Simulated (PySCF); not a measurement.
Isomers of C3H4F2O.

All values: CAM-B3LYP/def2-SVPD (PySCF) at PBE0-D3(BJ)/def2-SVP geometries, gas phase, one conformer each. Core orbitals are frozen in the response; Δα² is half the sum of the squared differences of the principal polarisabilities.

Problem. Rank by polarisability anisotropy Δα, lowest first.
A. `[O:1]=[CH:2][CH2:3][CH:4]([F:5])[F:6]` with O1–C2–C3–C4 136°, C2–C3–C4–F5 175°
B. `[CH2:1]=[CH:2][O:3][CH:4]([F:5])[F:6]` with C1–C2–O3–C4 16°, C2–O3–C4–F5 166°
C. `[CH3:1][O:2]/[C:3]([F:4])=[CH:5]\[F:6]` with C1–O2–C3–F4 55°
D. `[F:1]/[CH:2]=[CH:3]/[O:4][CH2:5][F:6]` with C2–C3–O4–C5 1°, C3–O4–C5–F6 178°

Solution. A (1.89 Å³), B (2.43 Å³), D (2.74 Å³), C (3.29 Å³).

Problem. Rank by dipole moment, lowest first.
A. `[O:1]=[CH:2][CH2:3][CH:4]([F:5])[F:6]` with O1–C2–C3–C4 136°, C2–C3–C4–F5 175°
B. `[F:1]/[CH:2]=[CH:3]/[O:4][CH2:5][F:6]` with C2–C3–O4–C5 1°, C3–O4–C5–F6 178°
C. `[CH2:1]=[CH:2][O:3][CH:4]([F:5])[F:6]` with C1–C2–O3–C4 16°, C2–O3–C4–F5 166°
D. `[CH3:1][O:2]/[C:3]([F:4])=[CH:5]\[F:6]` with C1–O2–C3–F4 55°

Solution. A (0.82 D), B (1.29 D), D (1.77 D), C (2.39 D).

Problem. Rank by HOMO energy, highest first.
A. `[F:1]/[CH:2]=[CH:3]/[O:4][CH2:5][F:6]` with C2–C3–O4–C5 1°, C3–O4–C5–F6 178°
B. `[O:1]=[CH:2][CH2:3][CH:4]([F:5])[F:6]` with O1–C2–C3–C4 136°, C2–C3–C4–F5 175°
C. `[CH2:1]=[CH:2][O:3][CH:4]([F:5])[F:6]` with C1–C2–O3–C4 16°, C2–O3–C4–F5 166°

Solution. A (-8.50 eV), C (-9.03 eV), B (-9.53 eV).

All values together:

| SMILES | μ (D) | HOMO (eV) | LUMO (eV) | α (Å³) | Δα (Å³) | ΔSCF removal energy (eV) |
| --- | --- | --- | --- | --- | --- | --- |
| C=COC(F)F | 2.39 | -9.03 | 1.10 | 6.54 | 2.43 | 10.09 |
| F/C=C/OCF | 1.29 | -8.50 | 1.16 | 6.54 | 2.74 | 9.57 |
| CO/C(F)=C\F | 1.77 | -8.40 | 1.16 | 6.66 | 3.29 | 9.47 |
| O=CCC(F)F | 0.82 | -9.53 | -0.21 | 6.23 | 1.89 | 10.67 |

Conformers: `[CH2:1]=[CH:2][O:3][CH:4]([F:5])[F:6]` with C1–C2–O3–C4 16°, C2–O3–C4–F5 166°; `[F:1]/[CH:2]=[CH:3]/[O:4][CH2:5][F:6]` with C2–C3–O4–C5 1°, C3–O4–C5–F6 178°; `[CH3:1][O:2]/[C:3]([F:4])=[CH:5]\[F:6]` with C1–O2–C3–F4 55°; `[O:1]=[CH:2][CH2:3][CH:4]([F:5])[F:6]` with O1–C2–C3–C4 136°, C2–C3–C4–F5 175°.
